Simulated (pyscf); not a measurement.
Thermochemistry of product channels of H₂Si=AsH (SMILES [SiH2]=[AsH]) + SiH₂ (SMILES [SiH2]) [singlet] on the singlet surface, in kJ/mol, from CCSD(T)/def2-TZVPP + ΔMP2(QZVPP) energies (ideal gas, 1 atm, RRHO with modes under 100 cm⁻¹ raised to 100, one conformer, R ln 2 for chiral ones without a mode under 150 cm⁻¹). Optimised with ωB97X-D3(BJ)/def2-SVP in PySCF. Correlated levels are frozen-core, on RHF or UHF. ΔMP2 is the change of the MP2 total energy from the triple- to the quadruple-zeta basis.

```tsv
products	ΔE	ΔH(298 K)	ΔG(298 K)	ΔG(1200 K)
H₃Si–SiH=AsH (SMILES [SiH3][SiH]=[AsH])	-250.6	-237.9	-194.6	-70.1
H₂Si=As–SiH₃ (SMILES [SiH2]=[As][SiH3])	[?]	-263.9	-218.7	[?]
```

### Question
What belongs in the gaps?

### Answer

- H₂Si=As–SiH₃ (SMILES [SiH2]=[As][SiH3]), ΔE: -278.1
- H₂Si=As–SiH₃ (SMILES [SiH2]=[As][SiH3]), ΔG(1200 K): -87.1

These are energies of the channels, which say nothing of barriers. H₃Si–SiH=AsH lies 38.4 kJ/mol over its isomer cyclic H₅AsSi₂ (SMILES [SiH2]1[SiH2][AsH]1) (electronic energy, ωB97M-D3(BJ)/def2-TZVP). The CCSD(T) − MP2 part came from Ansatz, without density fitting, on the same reference. The frozen core leaves the outer d or s,p core shells of the metals and heavy elements correlated in the MP2 and CC values, and def2-TZVPP describes them poorly, which can shift differences by a few kcal/mol. Elements up to Kr have no core potential and no relativistic terms here.
